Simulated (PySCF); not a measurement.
How methods differ on the ionisation energy of Be

Be [He] 2s2 (1S) → Be⁺ [He] 2s1 (2S), as a difference of total energies. Computed with PySCF 2.14 in jorge-DZP-DKH (4s2p1d, 15 functions), with the spin-free X2C one-electron Hamiltonian (Gaussian nucleus). Correlated levels: valence: 1s2 frozen. The calculations carry no spin-orbit coupling.

```
           method  ionisation energy (eV)  error (eV)
              UHF                   8.037      -1.286
             TPSS                   9.063      -0.260
            B3LYP                   9.104      -0.219
    MP2 (valence)                   8.737      -0.586
SCS-MP2 (valence)                   8.876      -0.447
   CCSD (valence)                   9.268      -0.055
```

Reference: 9.323 eV (measured; NIST Atomic Spectra Database, ionization energies).

Errors of the correlated levels include the incompleteness of this basis and the frozen core.

With two correlated electrons CCSD is exact in that space.
